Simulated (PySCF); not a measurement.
Species, as SMILES: ClF (F-Cl).
Geometry (B3LYP-D3(BJ)/def2-TZVP, fixed):
```
F
Cl 1 1.6409
```

Basis-set convergence of the mean static polarisability at PBE with PySCF. All functions are spherical. Density fitting with generated auxiliary sets. No added dispersion term, no relativity. Reference: the value in aug-cc-pV(5+d)Z, 19.27 bohr³, itself unsure by roughly 0.5 % (its mean distance from aug-pcseg-3, aug-cc-pV(Q+d)Z, aug-pcseg-2). Deviations are taken from unrounded values. Cost is core time over that of cc-pV(T+d)Z, rough, on shared machines of one kind; a dash marks a row that isn't timed (too short, read off another run, short of memory, by another algorithm or on other hardware).

```json
[
 {"basis": "cc-pV(D+d)Z", "functions": "37", "cost": "-"},
 {"basis": "aug-cc-pV(D+d)Z", "functions": "55", "cost": "0.8×"},
 {"basis": "cc-pV(T+d)Z", "functions": "69", "cost": "1×"},
 {"basis": "jun-cc-pV(T+d)Z", "functions": "87", "cost": "0.9×"},
 {"basis": "aug-cc-pV(T+d)Z", "functions": "101", "cost": "2×"},
 {"basis": "cc-pV(Q+d)Z", "functions": "119", "cost": "2×"},
 {"basis": "aug-cc-pV(Q+d)Z", "functions": "169", "cost": "5×"},
 {"basis": "cc-pV(5+d)Z", "functions": "191", "cost": "9×"},
 {"basis": "aug-cc-pV(5+d)Z", "functions": "263", "cost": "10×"}
]
```

Problem. Which is the smallest correlation-consistent set listed that can be trusted to 5 % here, that is, within that of the reference together with its larger relatives (same family, alike in diffuse functions; a set with none to test it counts only in the reference's own line)?

Solution. The smallest set listed that lies within 5 % of the reference with all its larger relatives (same family, alike in diffuse functions; a set with none counts only in the reference's own line) is jun-cc-pV(T+d)Z (87 functions, 0.9× in cost, -2.7 % off). Value minus reference over the reference: cc-pV(D+d)Z -49.9, aug-cc-pV(D+d)Z -8.7, cc-pV(T+d)Z -32.1, jun-cc-pV(T+d)Z -2.7, aug-cc-pV(T+d)Z -2.6, cc-pV(Q+d)Z -18.6, aug-cc-pV(Q+d)Z -0.5, cc-pV(5+d)Z -13.2, aug-cc-pV(5+d)Z 0.0 %.
